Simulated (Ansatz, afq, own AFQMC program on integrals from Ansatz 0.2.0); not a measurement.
# SiH₃⁻, singlet in 6-31++G** along one coordinate

```xyz
4

Si    0.0000    0.0000   -0.0804
H     1.3052   -0.0002    0.7466
H    -0.6524    1.1304    0.7466
H    -0.6528   -1.1302    0.7466
```

All coordinates are scaled about the centre. Energies in eV count from this geometry (1.000) at the same level; the start stands on RHF, each point on the determinant named.

Basis 6-31++G**. Only valence electrons are correlated. Ansatz 0.2.0 and our own AFQMC program on the same integrals; the CISD trial comes from CCSD amplitudes, and released means the phaseless constraint is let go. Error bars are statistical, one sigma.

Cautions, each for one point or more: (Q) is large, so the cluster series hasn't closed; (T) is large; CCSDT(Q) on the RHF determinant differs, perhaps since the unrestricted series falls towards higher spin; CCSDT(Q) on the UHF determinant differs, by its state or its frozen core; cluster runs in doubt by the program's own checks; higher spins were not checked; raised T1 diagnostic; restricted determinant unstable towards unrestricted; strong correlation; unrestricted determinant spin contaminated; walk and cluster series may follow different spin states.

```json
{"scale of all distances": "1.106", "det.": "RHF", "T1": "0.014", "weight": "0.91", "⟨S²⟩": "pure", "CCSD(T)": "0.458", "ph-AFQMC/CISD": "0.458 ± 0.008", "released AFQMC": "–", "CCSDT(Q)": "0.454", "wB97M-V": "0.414", "r2SCAN": "0.395"}
{"scale of all distances": "1.316", "det.": "RHF", "T1": "0.024", "weight": "0.87", "⟨S²⟩": "pure", "CCSD(T)": "2.434", "ph-AFQMC/CISD": "2.423 ± 0.012", "released AFQMC": "2.415 ± 0.014*", "CCSDT(Q)": "2.420", "wB97M-V": "2.402", "r2SCAN": "2.310"}
{"scale of all distances": "1.484", "det.": "RHF", "T1": "0.037", "weight": "0.82", "⟨S²⟩": "pure", "CCSD(T)": "4.045", "ph-AFQMC/CISD": "4.054 ± 0.017", "released AFQMC": "4.041 ± 0.021*", "CCSDT(Q)": "4.019", "wB97M-V": "4.183", "r2SCAN": "3.997"}
{"scale of all distances": "1.776", "det.": "RHF‡¶", "T1": "0.070", "weight": "0.69", "⟨S²⟩": "pure", "CCSD(T)": "6.184", "ph-AFQMC/CISD": "6.243 ± 0.019", "released AFQMC": "6.240 ± 0.028*", "CCSDT(Q)": "6.157", "wB97M-V": "6.892§", "r2SCAN": "6.398§"}
{"scale of all distances": "1.995", "det.": "RHF¶", "T1": "0.103", "weight": "0.58", "⟨S²⟩": "pure", "CCSD(T)": "7.181", "ph-AFQMC/CISD": "7.457 ± 0.024", "released AFQMC": "7.388 ± 0.046*", "CCSDT(Q)": "7.270", "wB97M-V": "8.047§", "r2SCAN": "7.341§"}
{"scale of all distances": "2.397", "det.": "UHF¶", "T1": "0.076", "weight": "0.80", "⟨S²⟩": "2.82", "CCSD(T)": "8.485", "ph-AFQMC/CISD": "8.527 ± 0.023", "released AFQMC": "8.446 ± 0.042*", "CCSDT(Q)": "8.368", "wB97M-V": "9.101§", "r2SCAN": "8.216§"}
```

Weight is that of the determinant in the CISD state; at the start T1 is 0.012 and the weight 0.92. ¶ marks points with a poor determinant and no full CI, where no value is sure; they don't count among the departures. An asterisk marks released energies that aren't shown to be converged. A double dagger marks points where the walks on two determinants ended up to 0.050 eV apart; the lower is shown. A dash marks a missing value, a released energy that hasn't settled or a functional that sits on another state. § marks a functional whose ⟨S²⟩ is too high by over 0.1. Largest departures from CCSDT(Q), at the points where its series has closed: CCSD(T) 0.026 eV at 1.484 (on RHF), ph-AFQMC/CISD 0.035 eV at 1.484 (on RHF), wB97M-V 0.164 eV at 1.484, r2SCAN -0.110 eV at 1.316. Functionals count only at points shown to share the start's state and spin. In this small basis the wave-function levels are far from their limit, so their gap to the functionals isn't the functionals' error.

Some points may be missing: those where a free walk finds a much lower state, and past Zn most of those on another determinant than at the start.

A walk keeps the symmetry of its determinant, which the program's search chose and which needn't be the lowest solution, so a lower state of the same spin and another symmetry isn't excluded.
